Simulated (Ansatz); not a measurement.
# H2Cl (doublet): wave-function methods side by side at distance H1–H2 along a hydrogen transfer = 0.912 Å, 6-31G

Aim: climb from Hartree-Fock through coupled cluster and multireference methods for H2Cl (doublet) at one geometry and basis, and see what each rung misses.

Program: Ansatz 0.2.0, Gaussian basis. Level of theory: 6-31G, core rule «outside noble gas», up to 5 orbitals frozen. These are calculated values, not measurements.

Plan: UHF; CCSD(T) on ROHF; CCSD(T) on UHF; BCCD(T) on ROHF; CISD; CCSDT(Q) on ROHF; CCSDT(Q) on UHF; CISDTQ; CCSDTQ on ROHF; CCSDTQ on UHF; CASSCF and MRCISD+Q, 3 electrons in 3 orbitals; CASSCF and NEVPT2, 3 electrons in 3 orbitals; CASSCF and MRCISD+Q, 9 electrons in 6 orbitals; CASSCF and NEVPT2, 9 electrons in 6 orbitals; Full CI.

5 further runs of the same task are left out: 3 that didn't finish, 2 set aside as unsound or not needed.

## (1) The geometry

The geometry derives from fragments relaxed apart (PBE0/def2-TZVP) and kept rigid, so it is no stationary point. A hydrogen atom is moved between rigid fragments.

3 atoms, charge 0, spin multiplicity 2.

Atoms are counted from 1 here; the program's logs count them from 0.

No contacts short enough for the rule that draws bonds.

Coordinates:

```xyz
3
ClH2
H     0.00000    0.00000   -1.19667
H     0.00000    0.00000   -0.28467
Cl    0.00000    0.00000    1.48133
```

## (2) UHF

File in.yaml:

```yaml
crystal:
  periodic: [false, false, false]
  atoms:
    - {symbol: H, position_ang: [0.000000, 0.000000, -1.196667]}
    - {symbol: H, position_ang: [0.000000, 0.000000, -0.284667]}
    - {symbol: Cl, position_ang: [0.000000, 0.000000, 1.481333]}
basis:
  gaussian: {orbitals: 6-31G}
magnetization: {spin_polarized: true, initial_magnetization: 1}
hamiltonian: {xc: hf}
output: {orbitals: {seedname: orbitals}}
```

Command:

```console
$ ansatz run in.yaml --threads 1 --pin off --events-out ev --progress --plain --max-ram 2393MiB
```

After this run come: CCSD(T) on ROHF; CCSD(T) on UHF; BCCD(T) on ROHF; CISD; CCSDT(Q) on ROHF; CCSDT(Q) on UHF; CISDTQ; CCSDTQ on ROHF; CCSDTQ on UHF; CASSCF and MRCISD+Q, 3 electrons in 3 orbitals; CASSCF and NEVPT2, 3 electrons in 3 orbitals; CASSCF and MRCISD+Q, 9 electrons in 6 orbitals; CASSCF and NEVPT2, 9 electrons in 6 orbitals; Full CI.

Q: Predict the results of all the runs planned. Wanted: FCI below the RHF energy; RMP2 from FCI; UMP2 from FCI; RCCSD from FCI; RCCSD(T) from FCI; UCCSD(T) from FCI; RCCSDT(Q) from FCI; UCCSDT(Q) from FCI; NEVPT2 pair from FCI.

As calculated:

| quantity | value |
| --- | --- |
| FCI below the RHF energy | -1.8660 eV |
| RMP2 from FCI | +46.2 kJ/mol |
| UMP2 from FCI | +42.7 kJ/mol |
| RCCSD from FCI | +1.7 kJ/mol |
| RCCSD(T) from FCI | +0.3 kJ/mol |
| UCCSD(T) from FCI | +0.3 kJ/mol |
| RCCSDT(Q) from FCI | 0.0 kJ/mol |
| UCCSDT(Q) from FCI | 0.0 kJ/mol |
| NEVPT2 pair from FCI | +21.1 kJ/mol |
| MRCISD+Q pair from FCI | +2.3 kJ/mol |
| NEVPT2 valence from FCI | +31.9 kJ/mol |
| levels within 1 kcal/mol (43 meV) | RCCSD, UCCSD, RCCSD(T), UCCSD(T), BCCD(T), RCCSDT, UCCSDT, CISDTQ, RCCSDT(Q), UCCSDT(Q), RCCSDTQ, UCCSDTQ, MRCISD+Q pair, MRCISD valence, MRCISD+Q valence |
| T1 diagnostic | 0.027 |
| effectively unpaired electrons | 1.02 |

**Reading.** RCCSD(T) lands +0.3 kJ/mol from the yardstick (0.2 % of the correlation energy). One determinant dominates. Of the multireference levels listed MRCISD+Q valence comes nearest in total energy (+2.1 kJ/mol), which doesn't show that its space is the better one. These misses are within one basis, not against nature; the frozen cores of restricted and unrestricted runs differ, which can shift their rows.
